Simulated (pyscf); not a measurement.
# Concerted two-bond exchange: :HSi–PH₂ [singlet] + H₂O → HO–SiH=PH + H₂

Gas phase, singlet surface, charge 0. Bonds broken: P1–H3, O6–H7. Bonds formed: Si2–O6, H3–H7. Structures and frequencies: ωB97X-D3(BJ)/def2-SVP in PySCF.

Transition state (Å):

```xyz
8

P     -0.9463     0.5366    -1.0193
Si     0.9302     0.3169     0.0834
H     -1.6581    -0.8891    -0.0583
H     -1.5633     1.2735     0.0289
H      1.4771    -0.9163    -0.6043
O      0.0334    -0.3885     1.4442
H     -1.1642    -0.8925     0.6935
H      0.5282    -0.8404     2.1420
```

One imaginary mode, 970i cm⁻¹; descent along it reached the two sides named, in the forms told below.

```csv
bond,change,reactant side (Å),saddle,product side
P1–H3,breaks,1.429,1.861,4.8
O6–H7,breaks,0.969,1.501,2.595
Si2–O6,forms,2.100,1.776,1.657
H3–H7,forms,2.433,0.900,0.760
```

Electronic energies relative to the separated reactants (kcal/mol):

| level | barrier | reaction energy | reverse barrier |
|---|---|---|---|
| ωB97X-D3(BJ)/def2-TZVP | 23.6 | -32.3 | 55.9 |
| PBE/def2-TZVP | 13.6 | -30.8 | 44.3 |
| r²SCAN/def2-TZVP | 14.7 | -35.4 | 50.1 |
| B3LYP-D3(BJ)/def2-TZVP | 18.8 | -31.3 | 50.2 |
| PBE0-D3(BJ)/def2-TZVP | 18.9 | -30.6 | 49.5 |
| M06-2X/def2-TZVP | 22.6 | -33.0 | 55.6 |
| ωB97M-D3(BJ)/def2-TZVP | 23.2 | -30.3 | 53.5 |
| HF/def2-TZVP | 46.5 | -26.9 | 73.5 |

With ωB97M-D3(BJ)/def2-TZVP energies and thermal terms (ideal gas, 1 atm, RRHO with modes under 100 cm⁻¹ raised to 100, one conformer, R ln 2 for chiral ones without a mode under 150 cm⁻¹), in kcal/mol:

```csv
T (K),ΔH‡,ΔG‡,ΔH,ΔG
298,21.0,32.6,-32.9,-30.0
600,21.0,44.5,-32.0,-27.4
900,21.8,56.0,-31.1,-25.3
1200,22.7,67.3,-30.3,-23.4
```

On the reactant side the descent ends in an adduct with a O–Si contact, 15.2 kcal/mol under the separated species and 38.8 kcal/mol under the saddle at ωB97X-D3(BJ)/def2-TZVP. What is counted as formed (O–Si) is already present as a longer contact in the reactant adduct; forming that adduct is a step of its own. The same reactants have a lower exit, to HO–Si:–PH₂ [singlet] + H₂ (barrier +7.6 kcal/mol at ωB97M-D3(BJ)/def2-TZVP, against +23.2 kcal/mol here). :HSi–PH₂ [singlet] lies 11.4 kcal/mol over its isomer H₂Si=PH (electronic energy, ωB97M-D3(BJ)/def2-TZVP). This is the saddle that the search found; another between the same sides may lie lower.
